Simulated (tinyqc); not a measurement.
MP2 on RHF in the sto-3g basis, frozen core, for OH-, spin multiplicity 1, step by step. The basis has no diffuse functions, so it cannot describe the extra electron: this is an exercise in the method, not the real anion. One step of it, computed by the program tinyqc.

Task: Orthogonalisation. S = U s U^T; symmetric (Loewdin) form X = U s^(-1/2) U^T, so that X^T S X = 1.

overlap S:
```
,1O 1s,1O 2s,1O 2px,1O 2py,1O 2pz,2H 1s
1O 1s,1.000000,0.236704,0.000000,0.000000,0.000000,0.035008
1O 2s,0.236704,1.000000,0.000000,0.000000,0.000000,0.363824
1O 2px,0.000000,0.000000,1.000000,0.000000,0.000000,0.000000
1O 2py,0.000000,0.000000,0.000000,1.000000,0.000000,0.000000
1O 2pz,0.000000,0.000000,0.000000,0.000000,1.000000,0.325681
2H 1s,0.035008,0.363824,0.000000,0.000000,0.325681,1.000000
```

Give: eigenvalues of S; X.

Result:

eigenvalues of S: 0.4890  0.8401  1.0000  1.0000  1.1359  1.5350

X:
```
,1O 1s,1O 2s,1O 2px,1O 2py,1O 2pz,2H 1s
1O 1s,1.0228,-0.1295,0.0000,0.0000,-0.0059,0.0196
1O 2s,-0.1295,1.0854,0.0000,0.0000,0.0555,-0.2201
1O 2px,0.0000,0.0000,1.0000,0.0000,0.0000,0.0000
1O 2py,0.0000,0.0000,0.0000,1.0000,0.0000,0.0000
1O 2pz,-0.0059,0.0555,0.0000,0.0000,1.0485,-0.1931
2H 1s,0.0196,-0.2201,0.0000,0.0000,-0.1931,1.1098
```
